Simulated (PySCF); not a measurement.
**C3H3NO: calculation and literature**

Bonds (- single, = double, # triple, : aromatic): C1=C2 1.328 Å, C2-N3 1.382 Å, N3=C4 1.199 Å, C4=O5 1.164 Å. C1 carries H6, H7; C2 carries H8. H7 is cis to N3; H6 is trans to N3.

The experiment to reproduce: δ 1H H8 6.12; H7 5.01; H6 4.77 ppm (measured; solution, not stated per compound (mostly CDCl3 or CCl4); Pretsch, Buehlmann, Badertscher, Structure Determination of Organic Compounds, 4th ed. (2009)). Coupling constants: 3J(H8,H6) (cis) 7.6 Hz, 3J(H8,H7) (trans) 15.2 Hz, 2J(H6,H7) -0.1 Hz.

Computational details: shielding tensors at B97-2/pcSseg-2 (GIAO), PBE0-D3(BJ)/def2-TZVP structure, J couplings at B3LYP/pcJ-2, in PySCF 2.14.0 with density-fitted response routines (no relativistic terms, one computed conformer, in vacuum).

Q: Set the calculated values beside the experiment.

A: 
Reference values: measured (solution, not stated per compound (mostly CDCl3 or CCl4); Pretsch, Buehlmann, Badertscher, Structure Determination of Organic Compounds, 4th ed. (2009)).
```tsv
atoms	quantity	reference	computed	computed, scaled
H8	δ 1H	6.12	5.67	5.46
H7	δ 1H	5.01	5.30	5.12
H6	δ 1H	4.77	5.33	5.15
```

Computed shifts are σ(ref) − σ with the named reference compound (TMS for H and C) calculated as an isolated molecule at the same level. The measured values may be among those fitted. Expected solution values come from regression of measured δ (H and C: mostly CDCl3, vs TMS) on computed σ: 1H (scatter 0.14 ppm rms, 0.16 ppm with the 4 outliers that the fit left out). Occasional misses reach two or three times the rms, and more in compound classes unlike the fitted ones.

Coupling constants in Hz:
```tsv
coupling	reference	computed	source
3J(H8,H6) cis	7.6	9.6	measured; solution (compiled); Pretsch, Buehlmann, Badertscher, Structure Determination of Organic Compounds, 4th ed., Springer 2009
3J(H8,H7) trans	15.2	16.8	measured; solution (compiled); Pretsch, Buehlmann, Badertscher, Structure Determination of Organic Compounds, 4th ed., Springer 2009
2J(H6,H7)	-0.1	0.3	measured; solution (compiled); Pretsch, Buehlmann, Badertscher, Structure Determination of Organic Compounds, 4th ed., Springer 2009
```

Q: How far are the unscaled 1H shifts from the references?

A: Mean signed difference +0.13 ppm, mean absolute 0.43 ppm over 3 comparisons; the largest is +0.56 ppm at H6 (hydrogen on a terminal =CH2 carbon).
